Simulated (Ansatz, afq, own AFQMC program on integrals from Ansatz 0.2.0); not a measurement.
# MgCl⁻, triplet in aug-cc-pVDZ along one coordinate

```yaml
atoms:
  - { symbol: Cl, position_ang: [0.0000, 0.0000, 0.0000] }
  - { symbol: Mg, position_ang: [0.0000, 0.0000, 2.2967] }
```

The Cl1–Mg2 distance is changed with both sides rigid. Energies in mEh count from this geometry (2.297 Å) at the same level; the start stands on UHF, each point on the determinant named.

Basis aug-cc-pVDZ. Noble-gas cores (and the filled d shells of Ga–Kr and In–Xe) are frozen. Integrals, coupled cluster, full CI and functionals: Ansatz 0.2.0; the random walks run on the same integrals in our own AFQMC program. The CISD trial takes its coefficients from CCSD amplitudes. Released means that phaseless walkers are propagated on without the constraint, phases kept. Uncertainties: one standard error, sampling alone.

Cautions, each for one point or more: lower spins were not checked; the ph-AFQMC/CISD walk drifts between its halves.

```
r(Cl1–Mg2) / Å  det.     T1  weight  ⟨S²⟩   PBE  B3LYP  CCSD(T)
         1.831   UHF  0.020    0.91  2.00  66.4   65.8     72.6
         2.856   UHF  0.016    0.91  2.00  18.3   18.8     17.4
         3.736   UHF  0.017    0.91  2.00  50.6   51.0     51.2
         5.030  ROHF  0.012    0.91  pure  66.6   68.2     70.7
```

Q: Estimate the curve of CCSDT(Q), counted from the same start.

A: 
```json
{"r(Cl1–Mg2) / Å": "1.831", "det.": "UHF", "T1": "0.020", "weight": "0.91", "⟨S²⟩": "2.00", "CCSDT(Q)": "72.7", "ph-AFQMC/CISD": "72.6 ± 0.4", "released AFQMC": "72.4 ± 0.6*"}
{"r(Cl1–Mg2) / Å": "2.856", "det.": "UHF", "T1": "0.016", "weight": "0.91", "⟨S²⟩": "2.00", "CCSDT(Q)": "17.3", "ph-AFQMC/CISD": "17.1 ± 0.6", "released AFQMC": "16.6 ± 0.6*"}
{"r(Cl1–Mg2) / Å": "3.736", "det.": "UHF", "T1": "0.017", "weight": "0.91", "⟨S²⟩": "2.00", "CCSDT(Q)": "51.1", "ph-AFQMC/CISD": "50.9 ± 0.7", "released AFQMC": "–"}
{"r(Cl1–Mg2) / Å": "5.030", "det.": "ROHF", "T1": "0.012", "weight": "0.91", "⟨S²⟩": "pure", "CCSDT(Q)": "70.8", "ph-AFQMC/CISD": "70.8 ± 0.5", "released AFQMC": "70.3 ± 0.9"}
```

Weight is that of the determinant in the CISD state; at the start T1 is 0.011 and the weight 0.91, and ⟨S²⟩ is 2.00. An asterisk marks released energies that aren't shown to be converged. A dash marks a missing value, a released energy that hasn't settled or a functional that sits on another state. Largest departures from CCSDT(Q), at the points where its series has closed: CCSD(T) 0.1 mEh at 3.736 (on UHF), ph-AFQMC/CISD -0.2 mEh at 3.736 (on UHF) (within the noise), PBE -6.3 mEh at 1.831, B3LYP -6.9 mEh at 1.831. Functionals count only at points shown to share the start's state and spin. In this small basis the wave-function levels are far from their limit, so their gap to the functionals isn't the functionals' error.

A walk keeps the symmetry of its determinant, which the program's search chose and which needn't be the lowest solution, so a lower state of the same spin and another symmetry isn't excluded.
